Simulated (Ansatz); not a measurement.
Basis or method: atomization of Si–GeH3

Si–GeH3, doublet; coordinates (Å): Si 0.006 0.000 1.782; Ge 0.002 0.000 -0.639; H -1.510 0.000 -0.981; H 0.613 1.245 -1.315; H 0.613 -1.245 -1.315. Quantity: atomization.

Ansatz 0.2.0, basis cc-pVDZ or cc-pVTZ; geometries are PBE0/def2-TZVP minima. Wave-function levels freeze the cores with the filled d shells of p-block atoms; HF, MP2 and coupled cluster are restricted for singlets and unrestricted otherwise, atoms included, restricted open-shell where a d shell is frozen, Kohn–Sham unrestricted where that lies lower. The reference is CCSDT(Q) (coupled cluster only where its series has nearly closed). Semilocal and hybrid functionals correlate all electrons outside any core potential and usually lie nearer their basis limit than the reference, so part of their error here is the reference's basis and frozen-core error; RPA and the MP2 part of double hybrids freeze the same cores as the reference. None of these values is a measured one. Energies are electronic, without zero-point terms. No spin–orbit coupling and no scalar relativity. The species are chosen: bound, without strong static correlation by their natural occupations or amplitudes, in their lowest spin state as far as vertical gaps and like structures tell, and with a ladder that closes on the reference, so errors are smaller than for species at large; levels whose determinant breaks symmetry or spin markedly are left out.

```
    level  cc-pVDZ (kcal/mol)  cc-pVTZ (kcal/mol)
reference    239.2 (CCSDT(Q))    254.0 (CCSDT(Q))
     CCSD               236.5               250.9
  CCSD(T)               238.8               253.7
      PBE               255.8               258.1
    B3LYP               255.5               258.8
  wB97M-V               260.0               260.1
   B2PLYP               249.2               255.6
  RPA-PBE               232.5               242.4
```

From cc-pVDZ to cc-pVTZ the reference moves by 14.8 kcal/mol and PBE by 2.3; the step from CCSD(T) to the reference is 0.4 in the first and 0.3 in the last.
